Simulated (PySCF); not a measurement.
PySCF input (TPSSh/def2-TZVPD):

```python
from pyscf import gto, scf, dft

mol = gto.M(
    atom='''
    C    -0.10644814    0.00012443    0.65826033
    C    -0.01250920    1.23540580   -0.20866068
    C    -0.01309094   -1.23546271   -0.20828770
    H     0.75140505    0.00002762    1.35496915
    H     0.06818934    2.15573248    0.38660255
    H     0.06717427   -2.15564754    0.38725335
    H     0.85621810    1.26051106   -0.94069973
    H    -0.90284048    1.36033553   -0.84804432
    H    -0.90348099   -1.36016621   -0.84763366
    H     0.85562439   -1.26119803   -0.94031908
    ''',
    basis='def2-tzvpd',
    charge=-1,
    spin=0,
    verbose=4,
)

mf = dft.RKS(mol, xc='tpssh').density_fit(auxbasis='def2-universal-jkfit')
mf.grids.level = 3
mf.conv_tol = 1e-9
mf.max_cycle = 100
mf.max_memory = 1500
mf.kernel()
if not mf.converged:
    mf = mf.newton()
    mf.kernel(mf.make_rdm1())
mf.analyze()
```

Output:

```
PySCF version 2.14.0

[INPUT] verbose = 4
[INPUT] num. atoms = 10
[INPUT] num. electrons = 26
[INPUT] charge = -1
[INPUT] spin (= nelec alpha-beta = 2S) = 0
[INPUT] symmetry False subgroup None
[INPUT] Mole.unit = angstrom
[INPUT] Symbol           X                Y                Z      unit          X                Y                Z       unit  Magmom
[INPUT]  1 C     -0.106448140000   0.000124430000   0.658260330000 AA   -0.201157831069   0.000235138622   1.243931742366 Bohr   0.0
[INPUT]  2 C     -0.012509200000   1.235405800000  -0.208660680000 AA   -0.023638962037   2.334578614699  -0.394311538166 Bohr   0.0
[INPUT]  3 C     -0.013090940000  -1.235462710000  -0.208287700000 AA   -0.024738291313  -2.334686159013  -0.393606708116 Bohr   0.0
[INPUT]  4 H      0.751405050000   0.000027620000   1.354969150000 AA    1.419949753115   0.000052194236   2.560520600735 Bohr   0.0
[INPUT]  5 H      0.068189340000   2.155732480000   0.386602550000 AA    0.128859177215   4.073743985029   0.730572938558 Bohr   0.0
[INPUT]  6 H      0.067174270000  -2.155647540000   0.387253350000 AA    0.126940972918  -4.073583471692   0.731802772320 Bohr   0.0
[INPUT]  7 H      0.856218100000   1.260511060000  -0.940699730000 AA    1.618017711895   2.382020680385  -1.777664855152 Bohr   0.0
[INPUT]  8 H     -0.902840480000   1.360335530000  -0.848044320000 AA   -1.706121241371   2.570661589215  -1.602571506293 Bohr   0.0
[INPUT]  9 H     -0.903480990000  -1.360166210000  -0.847633660000 AA   -1.707331629851  -2.570341620788  -1.601795471363 Bohr   0.0
[INPUT] 10 H      0.855624390000  -1.261198030000  -0.940319080000 AA    1.616895762598  -2.383318865541  -1.776945530903 Bohr   0.0

nuclear repulsion = 75.3292824118133
number of shells = 74
number of NR pGTOs = 233
number of NR cGTOs = 174
basis = def2-tzvpd
ecp = {}

******** <class 'pyscf.df.df_jk.DFRKS'> ********
method = DFRKS
initial guess = minao
damping factor = 0
level_shift factor = 0
DIIS = <class 'pyscf.scf.diis.CDIIS'>
diis_start_cycle = 1
diis_space = 8
diis_damp = 0
SCF conv_tol = 1e-09
SCF conv_tol_grad = None
SCF max_cycles = 100
direct_scf = False
XC library pyscf.dft.libxc version 7.1.2
    S. Lehtola, C. Steigemann, M. J. T. Oliveira, and M. A. L. Marques,  SoftwareX 7, 1–5 (2018)
XC functionals = tpssh
    V. N. Staroverov, G. E. Scuseria, J. Tao, and J. P. Perdew,  J. Chem. Phys. 119, 12129 (2003)
radial grids:
    Treutler-Ahlrichs [JCP 102, 346 (1995); DOI:10.1063/1.469408] (M4) radial grids

becke partition: Becke, JCP 88, 2547 (1988); DOI:10.1063/1.454033
pruning grids: <function nwchem_prune>
grids dens level: 3
symmetrized grids: False
atomic radii adjust function: <function treutler_atomic_radii_adjust>
small_rho_cutoff = 0
Set gradient conv threshold to 3.16228e-05
Initial guess from minao.
tot grids = 111016
******** <class 'pyscf.df.df.DF'> ********
auxbasis = def2-universal-jkfit
init E= -118.384147016527
[...]
cycle= 11 E= -118.51287336106  delta_E= -1.22e-11  |g|= 1.71e-06  |ddm|= 0.000201
  HOMO = 0.0821434935725875  LUMO = 0.156742367783525  gap/eV = 2.02994
Extra cycle  E= -118.512873361058  delta_E= 1.73e-12  |g|= 2.8e-06  |ddm|= 0.000141
converged SCF energy = -118.512873361058
**** SCF Summaries ****
Total Energy =                        -118.512873361057970
Nuclear Repulsion Energy =              75.329282411813253
One-electron Energy =                 -312.279083637496569
Two-electron Energy =                  118.436927864625346
Two-electron Coulomb Energy =          137.503303189551588
DFT Exchange-Correlation Energy =      -19.066375324926248
HOMO-LUMO gap [eV] =                     2.029938762811233
**** MO energy ****
MO #1   energy= -9.90144493559731  occ= 2
MO #2   energy= -9.90143998447347  occ= 2
MO #3   energy= -9.84067468958317  occ= 2
MO #4   energy= -0.526339795262324 occ= 2
MO #5   energy= -0.45172434088013  occ= 2
MO #6   energy= -0.318700497132976 occ= 2
MO #7   energy= -0.212815647468648 occ= 2
MO #8   energy= -0.190591693106737 occ= 2
MO #9   energy= -0.17360693770699  occ= 2
MO #10  energy= -0.152313266629922 occ= 2
MO #11  energy= -0.100025916215702 occ= 2
MO #12  energy= -0.0926154489211496 occ= 2
MO #13  energy= 0.0821434935725875 occ= 2
MO #14  energy= 0.156742367783525  occ= 0
MO #15  energy= 0.168091179809139  occ= 0
MO #16  energy= 0.189275166286436  occ= 0
MO #17  energy= 0.214395315345441  occ= 0
MO #18  energy= 0.227285680779736  occ= 0
MO #19  energy= 0.239066254281072  occ= 0
MO #20  energy= 0.25740739957305   occ= 0
MO #21  energy= 0.264484485357925  occ= 0
MO #22  energy= 0.271597841464564  occ= 0
MO #23  energy= 0.291039752192     occ= 0
MO #24  energy= 0.297136788903038  occ= 0
MO #25  energy= 0.305810118395548  occ= 0
MO #26  energy= 0.322280262641073  occ= 0
MO #27  energy= 0.325258720000579  occ= 0
MO #28  energy= 0.364323992978258  occ= 0
MO #29  energy= 0.365137513505884  occ= 0
MO #30  energy= 0.376146552050913  occ= 0
MO #31  energy= 0.380040564492712  occ= 0
MO #32  energy= 0.392357253418857  occ= 0
MO #33  energy= 0.401080147859887  occ= 0
MO #34  energy= 0.411691470189213  occ= 0
MO #35  energy= 0.432886477119918  occ= 0
MO #36  energy= 0.435000407039955  occ= 0
MO #37  energy= 0.439296182646     occ= 0
MO #38  energy= 0.447141258638174  occ= 0
MO #39  energy= 0.448315465348225  occ= 0
MO #40  energy= 0.454041802377166  occ= 0
MO #41  energy= 0.458209156503311  occ= 0
MO #42  energy= 0.46301349067226   occ= 0
MO #43  energy= 0.480035942290842  occ= 0
MO #44  energy= 0.487559111092963  occ= 0
MO #45  energy= 0.510549360658477  occ= 0
MO #46  energy= 0.518615339227452  occ= 0
MO #47  energy= 0.52629299526551   occ= 0
MO #48  energy= 0.528359027782591  occ= 0
MO #49  energy= 0.540631919219295  occ= 0
MO #50  energy= 0.561474244579184  occ= 0
MO #51  energy= 0.565210717821699  occ= 0
MO #52  energy= 0.584009477593635  occ= 0
MO #53  energy= 0.58488208187203   occ= 0
MO #54  energy= 0.588120432172279  occ= 0
MO #55  energy= 0.594262357666769  occ= 0
MO #56  energy= 0.601291566225056  occ= 0
MO #57  energy= 0.609459533940041  occ= 0
MO #58  energy= 0.616543725365997  occ= 0
MO #59  energy= 0.640639966553355  occ= 0
MO #60  energy= 0.663180694972656  occ= 0
MO #61  energy= 0.697623605154217  occ= 0
MO #62  energy= 0.702684820247637  occ= 0
MO #63  energy= 0.713949690357276  occ= 0
MO #64  energy= 0.729534522109455  occ= 0
MO #65  energy= 0.798888399954564  occ= 0
MO #66  energy= 0.801367013369027  occ= 0
MO #67  energy= 0.805163586647597  occ= 0
MO #68  energy= 0.807716108472915  occ= 0
MO #69  energy= 0.837162523749485  occ= 0
MO #70  energy= 0.846000518185099  occ= 0
MO #71  energy= 0.861649458049105  occ= 0
MO #72  energy= 0.872838380236176  occ= 0
MO #73  energy= 0.884344096825983  occ= 0
MO #74  energy= 0.892768273775976  occ= 0
MO #75  energy= 0.894823334010925  occ= 0
MO #76  energy= 0.899242314823962  occ= 0
MO #77  energy= 0.91484403498598   occ= 0
MO #78  energy= 0.9541127112787    occ= 0
MO #79  energy= 0.999410173332008  occ= 0
MO #80  energy= 1.02094815506781   occ= 0
MO #81  energy= 1.08980866921656   occ= 0
MO #82  energy= 1.11926989920417   occ= 0
MO #83  energy= 1.13887306026396   occ= 0
MO #84  energy= 1.20928483798292   occ= 0
MO #85  energy= 1.24213893475789   occ= 0
MO #86  energy= 1.26047947387476   occ= 0
MO #87  energy= 1.32669048538555   occ= 0
MO #88  energy= 1.37393818312728   occ= 0
MO #89  energy= 1.38040559633536   occ= 0
MO #90  energy= 1.43091604738708   occ= 0
MO #91  energy= 1.43658520673036   occ= 0
MO #92  energy= 1.48694827530277   occ= 0
MO #93  energy= 1.52917928631785   occ= 0
MO #94  energy= 1.55508247764558   occ= 0
MO #95  energy= 1.62733488173977   occ= 0
MO #96  energy= 1.84346822362201   occ= 0
MO #97  energy= 1.86162519867063   occ= 0
MO #98  energy= 1.93491196049961   occ= 0
MO #99  energy= 1.96199981115809   occ= 0
MO #100 energy= 1.97450098695137   occ= 0
MO #101 energy= 2.00707412061707   occ= 0
MO #102 energy= 2.02111017782045   occ= 0
MO #103 energy= 2.02128400808154   occ= 0
MO #104 energy= 2.04625984353107   occ= 0
MO #105 energy= 2.04678024489363   occ= 0
MO #106 energy= 2.10912799245236   occ= 0
MO #107 energy= 2.12983738605104   occ= 0
[...]
```

It need not be the lowest isomer of its formula. Whether it binds its extra electron was not tested at this geometry.
